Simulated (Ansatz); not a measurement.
```yaml
crystal:
  periodic: [false, false, false]
  atoms:
    - {symbol: B, position_ang: [-1.735095, -0.316570, -0.004082]}
    - {symbol: Br, position_ang: [0.260244, 0.031954, 0.000572]}
    - {symbol: H, position_ang: [-2.020411, 0.862347, -0.001557]}
basis:
  gaussian: {orbitals: def2-TZVP}
magnetization: {spin_polarized: true, initial_magnetization: 3}
hamiltonian: {xc: pbe0}
relax: {f_tol: 0.004, max_steps: 80}
```

```sh
$ ansatz run in.yaml --threads 1 --pin off --events-out ev --progress --plain --max-ram 2176MiB
```

Steps of the relaxation (energy above the last step; positions in Å, forces in eV/Å):

```
3
step 1, 114.2 meV
B    -1.735   -0.317   -0.004    0.143   -0.951   -0.002
Br    0.260    0.032    0.001   -0.398    0.190    0.000
H    -2.020    0.862   -0.002    0.254    0.762    0.002
```

```
3
step 2, 15.9 meV
B    -1.779   -0.378   -0.004    0.263   -0.364    0.000
Br    0.178    0.092    0.001   -0.353   -0.006   -0.001
H    -1.894    0.864   -0.001    0.090    0.370    0.001
```

```
3
step 3, 5.0 meV
B    -1.786   -0.414   -0.004    0.015    0.092    0.000
Br    0.115    0.120    0.001    0.134   -0.064    0.000
H    -1.825    0.871   -0.001   -0.149   -0.029    0.000
```

```
3
step 6, 0.0 meV
B    -1.774   -0.401   -0.004    0.000    0.000    0.000
Br    0.138    0.104    0.001    0.000    0.000    0.000
H    -1.859    0.875   -0.001    0.000    0.001    0.000
```

Close pairs at the end: B1–H3 1.279 Å, B1–Br2 1.978 Å.

A stationary point of unrestricted PBE0 after 6 steps, with ⟨S²⟩ = 3.757 against 3.75 for a pure state; no frequencies were run, so it isn't proven a minimum. 11 s on 1 thread of Intel Xeon 6975P-C, shared host.
